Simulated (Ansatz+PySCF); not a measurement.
# singlet H2O: levels of theory in one basis

```yaml
atoms:
  - { symbol: O, position_ang: [0.0000, 0.0000, -0.2573] }
  - { symbol: H, position_ang: [0.0000, 1.6215, 1.0291] }
  - { symbol: H, position_ang: [0.0000, -1.6215, 1.0291] }
```

Basis set: 6-31G (spherical functions). Correlated methods keep 1 orbital frozen. Charge 0, multiplicity 1.

Computed with Ansatz (development build ahead of 0.2.0); each method stands on the lowest determinant of its kind that the runs found.

| method | E − E(RHF) (eV) | <S²> of the determinant |
| --- | --- | --- |
| RHF | 0.00 | 0.00 |
| UHF | -6.66 | 1.87 |
| RHF-MP2 | -7.41 | – |
| UHF-MP2 | -8.13 | 1.87 |
| RHF-CCSD | -8.70 | – |
| UHF-CCSD | -8.63 | 1.87 |
| RHF-CCSD(T) | -9.29 | – |
| UHF-CCSD(T) | -8.71 | 1.87 |

Question: What does full CI (lowest root of this spin) give on the same scale?

Answer: -8.92 eV.

At such a shape the full CI root can have another spatial symmetry than the determinants, so the rows needn't describe one state.

Question: Is a single determinant a sound starting point here?

Answer: It is doubtful. Unrestricted orbitals lower Hartree–Fock by 6.66 eV and <S²> is 1.87 where a pure state has 0.00, a sign of strong static correlation.

Caution for RHF, RHF-MP2, RHF-CCSD, RHF-CCSD(T): an unrestricted determinant lies well below. Caution for UHF, UHF-MP2, UHF-CCSD, UHF-CCSD(T): the unrestricted determinant is a mixture of spin states. Caution for RHF-MP2, RHF-CCSD, RHF-CCSD(T): large amplitudes, a single reference is doubtful. Caution for UHF-MP2, UHF-CCSD, UHF-CCSD(T): bonds are stretched, where a single reference can fail; a plain start can end on a higher determinant. Caution for RHF-CCSD, UHF-CCSD, RHF-CCSD(T), UHF-CCSD(T): the program doubts this total.
